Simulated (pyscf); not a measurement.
Elementary routes open to PH₃ + GaH [singlet] in the gas phase (singlet surface):
A. H₂P–Ga [singlet] + hydrogen (H₂) (H–P, Ga–H broken; Ga–P, H–H formed)
B. H₂P–GaH₂ (H–P broken; Ga–P, Ga–H formed)

PySCF, gas phase, ωB97X-D3(BJ)/def2-SVP geometries.

Question: Rank the routes by free-energy barrier at 1200 K, lowest first, for ωB97M-D3(BJ)/def2-TZVP energies (ideal gas, 1 atm, RRHO with modes under 100 cm⁻¹ raised to 100, one conformer, R ln 2 for chiral ones without a mode under 150 cm⁻¹).

Answer: A (45.7 kcal/mol), B (65.0 kcal/mol)

Route A is the fastest of these, ahead of the next by 19.2 kcal/mol. The most stable products are those of A (ΔG = -11.5 kcal/mol), so kinetics and thermodynamics agree. At 298 K A is still the fastest. A: On the reactant side the descent ends in a bound adduct (not fully relaxed), 9.7 kcal/mol under the separated species and 20.4 kcal/mol under the saddle at ωB97X-D3(BJ)/def2-TZVP. B: On the reactant side the descent ends in an adduct with a Ga–P contact, 9.8 kcal/mol under the separated species and 37.5 kcal/mol under the saddle at ωB97X-D3(BJ)/def2-TZVP. Only these routes are compared; each barrier is that of the saddle found, and lower ones may exist. Elements up to Kr have no core potential and no relativistic terms here.
